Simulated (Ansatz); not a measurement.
# BSiHO (triplet): from Hartree-Fock to the top rungs at a displaced geometry (v1), cc-pVDZ

One table from this session's results is given with a row withheld; the runs are named, their logs left out.

Method: cc-pVDZ, core rule «outside noble gas», up to 7 orbitals frozen; program: Ansatz 0.2.0, Gaussian basis.

Plan: UHF; CCSD(T) on ROHF; CCSD(T) on UHF; BCCD(T) on ROHF; CISD; CCSDT(Q) on ROHF; CCSDT(Q) on UHF.

26 further runs of the same task are left out: 10 that didn't finish, 16 set aside as unsound or not needed.

### The geometry

The geometry is a PBE0/def2-TZVP stationary point (not a proven minimum) with its atoms shifted at random (size 0.040 Å).

4 atoms, charge 0, spin multiplicity 3.

Atoms are counted from 1 here; the program's logs count them from 0.

Bond lengths: B1–Si2 1.961 Å, Si2–O3 1.533 Å, Si2–H4 1.485 Å. Angles: B1–Si2–O3 125.5°, B1–Si2–H4 110.7°, O3–Si2–H4 123.8°.

Coordinates:

```xyz
4
charge 0, multiplicity 3
B    -0.01207   -0.53560    1.79770
Si   -0.01290    0.34840    0.04685
O     0.03506   -0.36458   -1.30982
H    -0.06771    1.82399    0.20396
```

The first run:

The input, in.yaml:

```yaml
crystal:
  periodic: [false, false, false]
  atoms:
    - {symbol: B, position_ang: [-0.012067, -0.535595, 1.797702]}
    - {symbol: Si, position_ang: [-0.012900, 0.348397, 0.046852]}
    - {symbol: O, position_ang: [0.035064, -0.364581, -1.309824]}
    - {symbol: H, position_ang: [-0.067713, 1.823990, 0.203957]}
basis:
  gaussian: {orbitals: cc-pVDZ}
magnetization: {spin_polarized: true, initial_magnetization: 2}
hamiltonian: {xc: hf}
output: {orbitals: {seedname: orbitals}}
```

On the command line:

```sh
$ ansatz run in.yaml --threads 1 --pin off --events-out ev --progress --plain --max-ram 2393MiB
```

Among the steps run: UHF; CCSD(T) on ROHF; CCSD(T) on UHF; BCCD(T) on ROHF; CISD; CCSDT(Q) on ROHF; CCSDT(Q) on UHF.

One table of the session follows, with a row left open; its other results are not shown here.

```
   method  from UCCSDT(Q) (kJ/mol)
     ROHF                   +933.5
      UHF                   +927.2
     RMP2                   +106.0
     UMP2                   +106.5
     CISD                   +134.2
    RCCSD                    +44.6
    UCCSD                        ?
 RCCSD(T)                     +9.9
 UCCSD(T)                    +10.1
  BCCD(T)                     +9.5
   RCCSDT                     +4.9
   UCCSDT                     +4.9
RCCSDT(Q)                     +1.7
UCCSDT(Q)                        0
```

Estimate the missing values for UCCSD.

**Answer.** from UCCSDT(Q) (kJ/mol): +44.2. In the column «from UCCSDT(Q) (kJ/mol)» it lies between UCCSD(T) (+10.1) and RCCSD (+44.6).

Caveats from the session: Restricted and unrestricted rows rest on different reference determinants; where their highest levels disagree by more than a few hundredths of an eV, they describe different states and don't form one ladder.
